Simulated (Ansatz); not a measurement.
## Scandium, hcp: convergence with the k-point mesh

Computed with Ansatz, PBE, scalar-relativistic PAW, on the relaxed cell (a = 3.319 Å, c = 5.184 Å (c/a = 1.562); spin not included). Errors count from a run at 420 eV on a Γ-centred 18×18×10 mesh with Fermi-Dirac smearing of 0.1 eV, extrapolated to zero width. Fixed here: cutoff 420 eV, Fermi-Dirac width 0.1 eV. The SCF starts from atomic densities corrected by a trained network.

```json
{"k-mesh": "2×2×1", "E(σ→0) error (meV/atom)": "-361.1", "P (GPa)": "-7.64", "SCF iterations": "6"}
{"k-mesh": "3×3×2", "E(σ→0) error (meV/atom)": "74.5", "P (GPa)": "-0.45", "SCF iterations": "6"}
{"k-mesh": "4×4×2", "E(σ→0) error (meV/atom)": "-9.1", "P (GPa)": "0.29", "SCF iterations": "6"}
{"k-mesh": "5×5×3", "E(σ→0) error (meV/atom)": "17.9", "P (GPa)": "0.24", "SCF iterations": "6"}
{"k-mesh": "7×7×4", "E(σ→0) error (meV/atom)": "-4.2", "P (GPa)": "-0.11", "SCF iterations": "6"}
{"k-mesh": "9×9×5", "E(σ→0) error (meV/atom)": "-0.1", "P (GPa)": "-0.02", "SCF iterations": "6"}
{"k-mesh": "12×12×7", "E(σ→0) error (meV/atom)": "-0.3", "P (GPa)": "-0.03", "SCF iterations": "6"}
{"k-mesh": "16×16×9", "E(σ→0) error (meV/atom)": "0.0", "P (GPa)": "-0.03", "SCF iterations": "6"}
```

Within 5 meV/atom of the last row: from 7×7×4 on.
